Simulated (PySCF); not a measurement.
**Which functional comes closest?**

Molecule: Acetyl fluoride, C$_{2}$H$_{3}$FO.

Mapped SMILES: `[CH3:1][C:2](=[O:3])[F:4]`. Each H is labelled by its parent atom.

Geometry PBE0-D3(BJ)/def2-SVP throughout; GIAO in PySCF, gas phase, one conformer, non-relativistic; equivalent atoms averaged; basis pcSseg-2.

Reference values (measured; solution; E. Pretsch, P. Bühlmann, M. Badertscher, Structure Determination of Organic Compounds, 4th ed., Springer 2009): δ(F4) = 49.0 ppm vs CFCl3. Computed shifts are taken against CFCl3, calculated as an isolated molecule at each level.

How do the functionals HF, LDA, PBE, BLYP, BP86, OPBE, KT2, KT3, B97-D, B3LYP, PBE0, mPW1PW91 perform against the reference? Times are CPU seconds on 1 thread of an Arm Neoverse V1, shared host; the GGAs took longer than the global hybrids here, which isn't the general rule, and the cause wasn't traced.

Answers


```tsv
functional	kind	F4	abs. error F	core-s
HF	Hartree–Fock	55.9	6.9	4
LDA	LDA	45.3	3.7	11
PBE	GGA	42.0	7.0	13
BLYP	GGA	39.2	9.8	13
BP86	GGA	41.0	8.0	13
OPBE	GGA	44.7	4.3	14
KT2	GGA	24.5	24.5	14
KT3	GGA	29.2	19.8	14
B97-D	GGA	39.0	10.0	14
B3LYP	global hybrid	46.4	2.6	8.3
PBE0	global hybrid	50.3	1.3	8.1
mPW1PW91	global hybrid	50.9	1.9	8.3
```

For ¹⁹F the closest is PBE0 (1.3 ppm) and the furthest KT2 (24.5 ppm). One molecule is a small sample, and vibrational and solvent effects are absent from the calculation.
